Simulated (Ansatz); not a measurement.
Geometry optimisation, Ansatz 0.2.0, RKS PBE0-D4/6-31G*.

Input file:

```yaml
crystal:
  periodic: [false, false, false]
  atoms:
    - { symbol: Si, position_ang: [0.273697, 0.051482, -0.098056] }
    - { symbol: F, position_ang: [0.157661, -0.141013, 1.4927] }
    - { symbol: H, position_ang: [1.724264, -0.005742, -0.431192] }
    - { symbol: H, position_ang: [-0.274443, 1.367856, -0.50138] }
    - { symbol: H, position_ang: [-0.417326, -1.063176, -0.791765] }
    - { symbol: S, position_ang: [-2.939812, 0.151634, 0.901402] }
    - { symbol: H, position_ang: [-3.172206, -1.159211, 0.710786] }
    - { symbol: H, position_ang: [-1.939634, -0.074631, 1.818004] }
basis:
  gaussian: { orbitals: "6-31G*" }
hamiltonian:
  xc: pbe0
  dispersion: d4
relax:
  f_tol: 0.03
  max_steps: 50
output:
  orbitals: {}
```

Launched with:

```bash
$ ansatz run input.yaml --threads 1 --pin off --max-ram 2048MiB --backend cpu --events-out ev --progress --plain --runs-dir out
```

Where does it end, and by what steps?

The forces met the threshold. After 6 steps the energy has fallen by 0.063 eV; S6 moved furthest, 0.36 Å.

```csv
step,energy less start (eV),largest force component (eV/Å),accepted
0,0.0000,0.646,yes
1,-0.0512,0.308,yes
2,-0.0598,0.163,yes
3,-0.0613,0.089,yes
4,-0.0627,0.074,yes
5,-0.0631,0.043,yes
6,-0.0633,0.022,yes
```

```xyz
8
Properties=species:S:1:pos:R:3
Si 0.418 0.065 -0.166
F 0.171 -0.165 1.417
H 1.881 -0.014 -0.419
H -0.090 1.405 -0.551
H -0.282 -1.003 -0.924
S -3.249 0.091 1.078
H -3.338 -1.239 0.894
H -2.100 -0.014 1.771
```

The run took 19 s on 1 thread of Arm Neoverse V1, with other jobs on the host, peak memory 0.13 GiB.
